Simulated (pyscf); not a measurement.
This saddle point was located with ωB97X-D3(BJ)/def2-SVP in PySCF.

```xyz
8

Se    -1.9499     0.0012     0.5018
Ge    -0.0538    -0.1579    -0.8336
H     -0.7089     0.3129     1.9327
H      0.1396     1.1161    -1.6667
H     -0.1340    -1.3806    -1.7574
H      1.1433    -0.3242     0.1320
H     -0.8173    -0.6743     1.8966
H     -0.1355    -0.2726     2.5444
```

Surface: singlet, charge 0. Lowest wavenumbers (cm⁻¹): 2691i, 182, 224, 317, 547.

Task: Which two sides does it connect, and which bonds change?

Result: H₃Ge–SeH (SMILES [GeH3][SeH]) + H₂ (SMILES [H][H]) ⇌ H₃Ge–SeH (SMILES [GeH3][SeH]) + H₂ (SMILES [H][H]), a four-centre exchange read from left to right: H–Se, H–H broken and H–Se, H–H formed. At ωB97M-D3(BJ)/def2-TZVP it lies +284.5 kJ/mol from the left side and +284.5 kJ/mol from the right (each side as separated species at their lowest minima found). The same reactants have a lower exit, to H₂Se + GeH₄ (barrier +252.4 kJ/mol at ωB97M-D3(BJ)/def2-TZVP, against +284.5 kJ/mol here). One saddle was located; it need not be the lowest between these sides. Elements up to Kr have no core potential and no relativistic terms here.
